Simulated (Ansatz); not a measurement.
System: Sb₂Os (Pnnm, No. 58). Method: r²SCANh (Ansatz, a program for electronic structure, plane waves, PAW).

Run with plane-wave cutoff 520 eV, 4×4×8 k mesh (along the axes of the cell as run), Fermi–Dirac smearing 0.01 eV, no spin polarisation, scalar-relativistic PAW data made under PBE.

Cell (measured lattice):

```yaml
crystal:
  lattice:
    - [5.93810, 0.00000, 0.00000]
    - [0.00000, 6.69610, 0.00000]
    - [0.00000, 0.00000, 3.20440]
  atoms:
    - { symbol: Os, position: [0.00000, 0.00000, 0.00000] }
    - { symbol: Os, position: [0.50000, 0.50000, 0.50000] }
    - { symbol: Sb, position: [0.18045, 0.35889, 0.00000] }
    - { symbol: Sb, position: [0.81955, 0.64111, 0.00000] }
    - { symbol: Sb, position: [0.68045, 0.14111, 0.50000] }
    - { symbol: Sb, position: [0.31955, 0.85889, 0.50000] }
```

Problem. Predict the band gap, smallest direct gap on the k points sampled and direct gap at Γ.

Solution. 
- band gap = 0.95 eV
- smallest direct gap on the k points sampled = 1.51 eV
- direct gap at Γ = 3.31 eV

Note: cell and atoms aren't relaxed at this level (largest force component 0.06 eV/Å, pressure 1.1 GPa).

Spin–orbit coupling is not included; with these elements it can move the gap by several tenths of an eV or more.

Computed values are for the static lattice.

It cost roughly 14 core-minutes of CPU time.
